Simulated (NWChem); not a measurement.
Species: chlorine (Cl$_{2}$); SMILES ClCl

```xyz
2

Cl     0.0000     0.0000     1.0128
Cl     0.0000     0.0000    -1.0128
```
Atoms are numbered in this order, from 1.

Results from NWChem. All runs use the structure optimised with PBE0/def2-SVP.

Question: What does the run give for LDA (Slater exchange, VWN5)/def2-TZVPD? Quantities: highest occupied level (eV); orbital gap (eV).

Answer: 
* **highest occupied level (eV)**: -7.51
* **orbital gap (eV)**: 2.75
